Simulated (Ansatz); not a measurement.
# Anthracene C14H10

Level of theory: PBE0-D4 (Ansatz, a program for electronic structure, plane waves, PAW).

Cell: relaxed at this level.

| Quantity | Value |
|---|---|
| lattice energy | 106 kJ/mol |
| volume per molecule | 222.43 Å³ |

The computed numbers hold no vibrational or temperature effects.

Computing time: roughly 25 core-minutes.
